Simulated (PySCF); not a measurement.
One elementary step

Start structure (AlH3O2, singlet), relaxed at PBE0-D4/def2-TZVP:

Al1  (-0.266, -0.199, -0.260)
H2  (-0.988, -1.273, -1.151)
O3  (1.230, -0.475, 0.487)
H4  (1.718, -1.293, 0.413)
O5  (-1.014, 1.298, -0.036)
H6  (-0.637, 2.000, 0.492)
(Å)

The step: AlH₃O₂ ([OH][AlH][OH]) → AlHO₂ ([O][Al][OH]) + H₂; bonds formed: H2–H4; bonds broken: Al1–H2, O3–H4. Computed with PySCF 2.14 with density fitting (its default auxiliary sets; JK sets also for MP2 and CCSD(T)) (basis: def2-TZVPP and def2-QZVPP); correlated methods freeze the cores. Extrapolation: Hartree–Fock as exp(−7.88 √X), correlation as X^−2.97. Energies below are by CCSD(T) at an estimated basis limit (MP2 extrapolated from triple and quadruple zeta, plus CCSD(T) − MP2 in triple zeta).

What are the electronic barrier and the energy of the step, from the start structure to the end structure? (An estimate is asked for; the value comes from the calculation.)

Computed: Barrier 69.07 kcal/mol; step energy 63.01 kcal/mol (uphill); reverse barrier, their difference, 6.06 kcal/mol. Barrier and step energy count from the start structure, the reverse barrier from the end structure.

The saddle point: One imaginary mode of 688i cm⁻¹.
```csv
pair,start (Å),saddle (Å),end (Å)
H2–H4,3.12,0.87,0.76
Al1–H2,1.57,1.89,2.18
O3–H4,0.96,1.65,2.57
```

Zero-point energy (harmonic, PBE0-D4): ZPE is 21.42 kcal/mol at the start and 18.87 kcal/mol at the saddle, so the barrier goes from 69.07 to 66.51 kcal/mol.

First-order rate constant out of the start structure at 498 K by transition-state theory, with harmonic vibrational free energies alone and no tunnelling: ΔA‡ = 66.30 kcal/mol, so k = (kB T/h) exp(−ΔA‡/kB T) ≈ 10^-16 s⁻¹ (an order of magnitude at best: rotation, the number of equivalent paths and anharmonicity are left out).

No T1 diagnostic of these runs exceeds 0.025.

Labels in which every atom is bracketed show which atoms are joined, not bond orders.

For scale, one of the runs: CCSD(T)/def2-TZVPP, 146 basis functions, launched by `OMP_NUM_THREADS=4 python run.py`. Hardware: 4 CPU threads of an Arm Neoverse V2, shared host. Wall time 74 s; peak host memory 0.89 GiB.
